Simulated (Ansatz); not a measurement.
This script for a composite energy at a relaxed geometry of CH5BN, SMILES B[N]C with the Ansatz DFT code, driven from Python holds a mistake.

Input file `ch5bn.xyz`:
```text
8

B    -0.32290    0.96490   -0.84660
N     0.82270    0.28030   -0.24980
C     0.32930   -0.77140    0.63180
H    -1.06150    0.43720   -1.54960
H    -0.51290    2.15990   -0.68960
H    -0.23940   -0.33290    1.47890
H     1.27080   -1.28180    1.08750
H    -0.19400   -1.51340    0.08170
```

`ch5bn.py`:
```python
"""A composite energy for CH5BN: DFT geometry, MP2 basis limit, coupled-cluster correction."""

import itertools
import warnings

import ansatz as az
from ase.data import atomic_numbers, covalent_radii
import numpy as np

warnings.simplefilter("ignore", az.DeckWarning)

molecule = az.Crystal.molecule_from_extxyz("ch5bn.xyz")

setup = molecule.calculation().basis(gaussian="def2-SVP").functional("r2scan").spin("collinear", total=1)
symbols = [site.symbol for site in molecule.cartesian_sites]
start = np.array([site.position_ang for site in molecule.cartesian_sites], dtype=float)
rep = setup.relax(force_tolerance=0.01, max_steps=30).run(threads=1).report
end = np.array(rep["positions_ang"])
# pairs closer than 1.2 times the sum of covalent radii, before or after
radius = [covalent_radii[atomic_numbers[s]] for s in symbols]
span = lambda where, i, j: np.linalg.norm(where[i] - where[j])
bonded = [(i, j) for i, j in itertools.combinations(range(len(symbols)), 2) if min(span(start, i, j), span(end, i, j)) < 1.2 * (radius[i] + radius[j])]
print("pair        before    after (A)")
for i, j in bonded:
    print(f"{symbols[i]}{i}-{symbols[j]}{j}".ljust(10), f"{span(start, i, j):8.4f} {span(end, i, j):8.4f}")

minimum = az.Crystal.molecule()
for symbol, place in zip(symbols, end):
    minimum = minimum.atom(symbol, place.tolist())
at_minimum = minimum.spin("collinear", total=1)
# MP2 extrapolated to the basis limit, plus the small-basis difference CCSD(T) - MP2
level = lambda method, basis: at_minimum.basis(gaussian=basis).correlation(method).run(threads=1).report
small, large, cluster = level("mp2", "cc-pVDZ"), level("mp2", "cc-pVTZ"), level("ccsd_t", "cc-pVDZ")
corr = lambda each: (each["free_energy_ev"] - each["reference_energy_ev"]) / 27.211386246
mp2_limit = (27 * corr(large) - 8 * corr(small)) / 19
pieces = {"HF / cc-pVTZ": large["reference_energy_ev"] / 27.211386246, "MP2 correlation, DZ-TZ limit": mp2_limit, "CCSD(T) - MP2 / cc-pVDZ": corr(cluster) - corr(small)}
for name, value in pieces.items():
    print(f"{name:32s} {value:14.6f} Ha")
print(f"{'sum':32s} {sum(pieces.values()):14.6f} Ha")
print("T1 diagnostic", round(cluster["correlation"]["coupled_cluster"]["t1_diagnostic"], 4))
```

`python ch5bn.py` gives:
```text
pair        before    after (A)
B0-N1        1.4619   1.3362
B0-H3        1.1481   1.2234
B0-H4        1.2202   1.2198
N1-C2        1.4583   1.3890
C2-H5        1.1105   1.1061
C2-H6        1.1639   1.1059
C2-H7        1.0616   1.1114
Traceback (most recent call last):
  File "ch5bn.py", line 30, in <module>
    at_minimum = minimum.spin("collinear", total=1)
                 ^^^^^^^^^^^^
AttributeError: 'Crystal' object has no attribute 'spin'
```

Why does it end like this?

The fault: settings are called on the crystal, without .calculation(). The cap on steps that the faulty run carried goes too. The correction:

```diff
--- before
+++ after
@@ -16,3 +16,3 @@
 start = np.array([site.position_ang for site in molecule.cartesian_sites], dtype=float)
-rep = setup.relax(force_tolerance=0.01, max_steps=30).run(threads=1).report
+rep = setup.relax(force_tolerance=0.01).run(threads=1).report
 end = np.array(rep["positions_ang"])
@@ -29,3 +29,3 @@
     minimum = minimum.atom(symbol, place.tolist())
-at_minimum = minimum.spin("collinear", total=1)
+at_minimum = minimum.calculation().spin("collinear", total=1)
 # MP2 extrapolated to the basis limit, plus the small-basis difference CCSD(T) - MP2
```

After the fix:

```console
$ python ch5bn.py
pair        before    after (A)
B0-N1        1.4619   1.3362
B0-H3        1.1481   1.2234
B0-H4        1.2202   1.2198
N1-C2        1.4583   1.3890
C2-H5        1.1105   1.1061
C2-H6        1.1639   1.1059
C2-H7        1.0616   1.1114
HF / cc-pVTZ                        -119.919635 Ha
MP2 correlation, DZ-TZ limit          -0.491152 Ha
CCSD(T) - MP2 / cc-pVDZ               -0.060053 Ha
sum                                 -120.470840 Ha
T1 diagnostic 0.0243
```

Total energies depend on the basis set; only differences at equal settings carry meaning. The sum leaves out core correlation, relativity, the Hartree-Fock basis error and zero-point energy; a DZ-TZ extrapolation is rough. The species is open-shell (spin multiplicity 2). Inner cores stay frozen, so this is valence correlation. An extrapolation from small basis sets is rough. Timing: 71 s on 1 thread of Arm Neoverse V2, with other jobs on the host, peak memory 0.38 GiB.

(A comment or docstring line of the script was reworded after the run, the code is as it ran.)
